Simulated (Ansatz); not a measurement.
## Structure relaxation of Sn₂Sb

Method: DFT PBE, scalar-relativistic, plane waves, PAW in Ansatz. Cutoff 420 eV, Γ-centred k mesh, Gaussian smearing, no spin polarisation in the final step.

The start puts Sn₂Sb on the 3R molybdenite structure type (R3m, No. 160), with Sb in place of Mo, Sn in place of S, at a guessed volume.

```
Sn Sb
1.0
     1.76746    1.02044    6.84333
    -1.76746    1.02044    6.84333
     0.00000   -2.04088    6.84333
Sn Sb
2 1
Direct
  0.74840 0.74840 0.74840
  0.58490 0.58490 0.58490
  0.00000 0.00000 0.00000
```

Steps on the 6×6×6 mesh (3 atoms). 12 of 13 steps are shown, and the free energy counts from the last. Trial steps that were taken back and renewals of the plane-wave basis can be among the rows.

```csv
step,ΔF (meV/atom),V (Å³/atom),P (GPa),largest force component (eV/Å)
1,1134.9,24.69,35.48,5.135
2,344.1,27.46,11.03,2.096
3,149.6,27.67,4.18,0.740
4,82.2,28.07,2.28,0.032
5,62.4,29.50,0.43,0.053
6,33.3,30.72,-1.72,0.226
8,70.7,27.30,6.30,0.574
9,19.3,29.83,0.01,0.034
10,6.1,29.83,0.77,0.034
11,0.5,30.32,0.42,0.042
12,0.1,30.57,-0.01,0.011
13,0.0,30.57,-0.02,0.012
```

A final relaxation ran on a 12×12×12 mesh. The relaxed crystal, R3m (No. 160):

```cif
data_structure
_symmetry_space_group_name_H-M 'R3m:H'
_symmetry_Int_Tables_number 160
_cell_length_a 4.2336
_cell_length_b 4.2336
_cell_length_c 17.6210
_cell_angle_alpha 90.000
_cell_angle_beta 90.000
_cell_angle_gamma 120.000
_cell_volume 273.51
loop_
_atom_site_label
_atom_site_type_symbol
_atom_site_symmetry_multiplicity
_atom_site_Wyckoff_symbol
_atom_site_fract_x
_atom_site_fract_y
_atom_site_fract_z
_atom_site_occupancy
Sn1 Sn 3 a 0.00000 0.00000 0.22606 1
Sn2 Sn 3 a 0.33333 0.66667 0.10816 1
Sb1 Sb 3 a 0.66667 0.33333 0.33249 1
```

```yaml
Volume_per_atom: 30.39 Å³
Density: 6.54 g/cm³
Energy_over_the_elements: 0.07 eV/atom
Gap_on_the_12×12×12_mesh: 0 eV (a metal)
```

Formation energies are uncorrected and refer to the elements' standard structures at the same level.

The final run used a 12×12×12 mesh on its 3-atom cell and 0.10 eV smearing. The k mesh leaves about 4 meV/atom of noise in metals. Spin–orbit coupling is left out.

A structure relaxed within its symmetry needn't be a true minimum.

Cost: 3 runs of about 4.8 core-minutes in all, on Arm Neoverse V1 (shared hosts).